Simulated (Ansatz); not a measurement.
# Al₂NH (quintet): wave-function methods side by side, cc-pVDZ

The task here is to estimate one member of a computed series from the others.

Method: cc-pVDZ, core rule «outside noble gas», up to 11 orbitals frozen; program: Ansatz 0.2.0, Gaussian basis.

Plan: UHF; CCSD(T) on ROHF; CCSD(T) on UHF; BCCD(T) on ROHF; CISD; CCSDT(Q) on ROHF; CCSDT(Q) on UHF.

20 further runs of the same task are left out: 2 for a mislabelled method, 8 that didn't finish, 10 set aside as unsound or not needed.

### The system

The geometry is a PBE0/def2-TZVP stationary point (not a proven minimum) of the parent state, kept for this charge and spin.

4 atoms, charge 0, spin multiplicity 5.

Atoms are counted from 1 here; the program's logs count them from 0.

Bond lengths: Al1–Al2 2.591 Å, Al1–H4 1.603 Å, Al2–N3 1.750 Å. Angles: Al2–Al1–H4 120.6°, Al1–Al2–N3 159.8°.

Set-up of the first run:

in.yaml reads:

```yaml
crystal:
  periodic: [false, false, false]
  atoms:
    - {symbol: Al, position_ang: [0.000000, -0.162621, 1.857018]}
    - {symbol: Al, position_ang: [0.000000, 0.205260, -0.708096]}
    - {symbol: N, position_ang: [0.000000, -0.160437, -2.419003]}
    - {symbol: H, position_ang: [0.000000, 1.088104, 2.859862]}
basis:
  gaussian: {orbitals: cc-pVDZ}
magnetization: {spin_polarized: true, initial_magnetization: 4}
hamiltonian: {xc: hf}
output: {orbitals: {seedname: orbitals}}
```

Command:

```bash
$ ansatz run in.yaml --threads 1 --pin off --events-out ev --progress --plain --max-ram 2393MiB
```

Steps of the session up to this table: UHF; CCSD(T) on ROHF; CCSD(T) on UHF; BCCD(T) on ROHF; CISD; CCSDT(Q) on ROHF; CCSDT(Q) on UHF.

One table of the session follows, with a row left open; its other results are not shown here.

| method | from UCCSDT(Q) (kcal/mol) |
| --- | --- |
| ROHF | +152.86 |
| UHF | +146.30 |
| RMP2 | +32.54 |
| UMP2 | ? |
| CISD | +19.00 |
| RCCSD | +6.04 |
| UCCSD | +5.86 |
| RCCSD(T) | +1.65 |
| UCCSD(T) | +1.64 |
| BCCD(T) | +1.65 |
| RCCSDT | +0.39 |
| UCCSDT | +0.35 |
| RCCSDT(Q) | +0.05 |
| UCCSDT(Q) | 0 |

Q: Estimate the row for UMP2 from the others.

**Answer.** from UCCSDT(Q) (kcal/mol): +32.61. In the column «from UCCSDT(Q) (kcal/mol)» it lies between RMP2 (+32.54) and UHF (+146.30).

Caveats from the session: Restricted and unrestricted rows rest on different reference determinants; where their highest levels disagree by more than a few hundredths of an eV, they describe different states and don't form one ladder.
